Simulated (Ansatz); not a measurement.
**Multireference treatment of C₂H₃, doublet**

Computed with Ansatz's Gaussian-basis code (development build). Basis cc-pVDZ, nonrelativistic, 2 orbitals frozen in the corrections. State-specific CASSCF; RHF is the lowest restricted (open-shell) Hartree–Fock solution met. No symmetry is imposed, so a solution can break that of the shape. No proof that the lowest CASSCF solution was found.

Geometry:

```xyz
5

C     0.0000   -0.0478   -0.5411
C     0.0000   -0.0417    0.6651
H     0.0000    0.6323    1.4081
H     0.0000   -0.9062   -1.0727
H     0.0000    0.8110   -1.0798
```

(1) What do CASSCF and its corrections give against RHF in CAS(3,3), and what are the occupations?

## Answers

(1) CASSCF -0.668 eV, SC-NEVPT2 -6.565 eV; occupations 1.93, 1.00, 0.07.
